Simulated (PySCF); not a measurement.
# Electric properties by functional and basis

Phosphaethyne, CHP.
Atom-mapped SMILES: `[CH:1]#[P:2]` (hydrogens: H3 on C1)

Cartesian coordinates in Å at the PBE0-D3(BJ)/def2-SVP level; atoms count from 1:
```
atom  x, y, z in Å
C1    -0.1471    0.0504   -0.0132
P2     1.3783    0.2442    0.0770
H3    -1.2204   -0.0859   -0.0766
```

PySCF, dipoles from the SCF density, polarisabilities from static response with core orbitals frozen. Isolated species at its PBE0-D3(BJ)/def2-SVP geometry, gas phase.

Q: Which levels come closest to the reference values?

A: 

| level | μ (D) | error (%) | α (au) | error (%) | anisotropy (au) |
| --- | --- | --- | --- | --- | --- |
| PBE0/def2-SVPD | 0.411 | +5.5 | 33.75 | -4.9 | 18.07 |
| BHandHLYP/def2-SVPD | 0.342 | -12.3 | 33.57 | -5.4 | 18.50 |
| CAM-B3LYP/def2-SVPD | 0.330 | -15.3 | 33.49 | -5.6 | 18.59 |
| wB97X-D/def2-SVPD | 0.451 | +15.6 | 33.84 | -4.6 | 18.16 |
| LC-wPBE/def2-SVPD | 0.376 | -3.6 | 33.29 | -6.2 | 17.79 |
| PBE0/6-31G* | 0.737 | +88.9 | 25.62 | -27.8 | 25.10 |
| PBE0/def2-SVP | 0.514 | +31.8 | 25.74 | -27.5 | 24.92 |
| PBE0/6-31+G* | 0.509 | +30.4 | 29.56 | -16.7 | 26.38 |
| PBE0/aug-cc-pVDZ | 0.484 | +24.2 | 35.47 | 0.0 | 18.11 |
| PBE0/def2-TZVP | 0.401 | +2.9 | 31.02 | -12.6 | 23.07 |
| PBE0/def2-TZVPD | 0.384 | -1.5 | 35.70 | +0.6 | 17.41 |
| PBE0/aug-cc-pVTZ | 0.421 | +7.9 | 36.12 | +1.8 | 17.23 |

Reference dipole: 0.390 D (measured, gas; NIST CCCBDB Release 22 (SRD 101), experimental dipoles). Reference dipole: 0.354 D (computed, CCSD(T)/CBS, all electrons, equilibrium geometry, gas; Hait, Head-Gordon, J. Chem. Theory Comput. 14 (2018) 1969). Reference polarisability: 5.258 Å³ (computed, CCSD(T)/CBS, static electronic, isotropic average, equilibrium geometry, gas; Hait, Head-Gordon, Phys. Chem. Chem. Phys. 20 (2018) 19800). Errors are taken against the first value of each kind. The anisotropy is √(½[(α1 − α2)² + (α2 − α3)² + (α3 − α1)²]). For the dipole, the smallest error is 1.5% (PBE0/def2-TZVPD) and the largest 88.9% (PBE0/6-31G*). For the polarisability, the smallest error is 0.0% (PBE0/aug-cc-pVDZ) and the largest 27.8% (PBE0/6-31G*). The dipole runs from 0.33 D (CAM-B3LYP/def2-SVPD) to 0.74 D (PBE0/6-31G*). In one basis (def2-SVPD) the functionals order the polarisability from LC-wPBE (lowest) to wB97X-D (highest), a spread of 2%. With PBE0 the polarisability is 27.46 au without diffuse functions (mean of 6-31G*, def2-SVP and def2-TZVP) and 34.12 au with them (mean of 6-31+G*, def2-SVPD, aug-cc-pVDZ, def2-TZVPD and aug-cc-pVTZ). Measured values can belong to vibrating molecules; the computed ones are for one fixed geometry.
